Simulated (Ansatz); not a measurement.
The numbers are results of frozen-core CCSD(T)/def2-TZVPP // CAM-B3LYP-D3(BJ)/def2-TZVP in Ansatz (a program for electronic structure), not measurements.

Ansatz 0.2 input:
```yaml
crystal:
  periodic: [false, false, false]
  atoms:
    - { symbol: C, position_ang: [1.956844, -0.329096, 0.104394] }
    - { symbol: C, position_ang: [0.868452, 0.417, 0.173194] }
    - { symbol: C, position_ang: [-0.383615, 0.051796, 0.903179] }
    - { symbol: C, position_ang: [-1.598288, -0.013471, -0.018019] }
    - { symbol: H, position_ang: [2.014542, -1.289886, 0.602895] }
    - { symbol: H, position_ang: [2.830617, -0.01081, -0.448367] }
    - { symbol: H, position_ang: [0.851611, 1.372704, -0.345236] }
    - { symbol: H, position_ang: [-0.570507, 0.794669, 1.684776] }
    - { symbol: H, position_ang: [-0.243948, -0.906167, 1.408441] }
    - { symbol: H, position_ang: [-2.503252, -0.252604, 0.54109] }
    - { symbol: H, position_ang: [-1.462426, -0.775093, -0.78657] }
    - { symbol: H, position_ang: [-1.760022, 0.940965, -0.52199] }
basis:
  gaussian: { orbitals: def2-TZVPP }
correlation:
  method: ccsd_t
```

Output:

```
Functional definition: HF
1365 factors; integrals over basis functions are off by at most 9.1e-4 eV
mean field evaluation 1: about -4246.2238 eV, gradient 3.5e1 eV
mean field evaluation 2: about -4246.2286 eV, gradient 3.5e1 eV
mean field evaluation 4: about -4249.5229 eV, gradient 3.5e0 eV
mean field evaluation 8: about -4249.5654 eV, gradient 1.3e-4 eV
mean field evaluation 16: about -4249.5625 eV, gradient 2.1e-1 eV
mean field -4249.56544365 eV, -156.1686495953 hartree, gradient 1.4e-6 eV, S^2 0.000000; 0 other end points of the search recorded, 0 dependent functions left out
4 core orbitals not correlated
reference -4249.56544365 eV, -156.1686495953 hartree; 12, 12 occupied and 220, 220 virtual orbitals, 1365 factors
second order -18.54049574 eV of doubles, -0.00000000 eV of singles
cycle   1  -19.19896473 eV  change   -6.6e-1 eV  update   8.4e-2
cycle   2  -19.67016774 eV  change   -4.7e-1 eV  update   2.6e-2
cycle   3  -19.74704882 eV  change   -7.7e-2 eV  update   1.1e-2
cycle   4  -19.74518302 eV  change    1.9e-3 eV  update   2.9e-3
cycle   5  -19.74579530 eV  change   -6.1e-4 eV  update   9.8e-4
cycle   6  -19.74587752 eV  change   -8.2e-5 eV  update   2.7e-4
cycle   7  -19.74582555 eV  change    5.2e-5 eV  update   7.1e-5
cycle   8  -19.74583444 eV  change   -8.9e-6 eV  update   2.9e-5
perturbative correction -0.80885877 eV, -0.0297250114 hartree
Total energy: -4270.12013686 eV, -156.9240206381 hartree
```

Cost: about 2.5 core-minutes (a rough figure).
